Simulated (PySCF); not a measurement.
Li2, SMILES [Li][Li]. Geometry: PBE-D3(BJ)/def2-TZVPD.

These are PBE-D3(BJ)/def2-TZVPD in PySCF values and carry that method's errors.

Harmonic wavenumbers (cm⁻¹): 322. Rotational constants (GHz): 19.32 (linear); symmetry number 2.

Task: Work out the zero-point energy and the ideal-gas rigid-rotor harmonic-oscillator thermochemistry at 298.15 K and 1 atm.

Result: ZPE = ½ Σ hcν = ½ × 322 cm⁻¹ = 0.46 kcal/mol. H − E(el) = 2.78 kcal/mol. Entropy in cal/(mol K): translation 33.83, rotation 12.08, vibration 1.30, total 47.21. G − E(el) = -11.30 kcal/mol. Cp = 8.59 cal/(mol K).
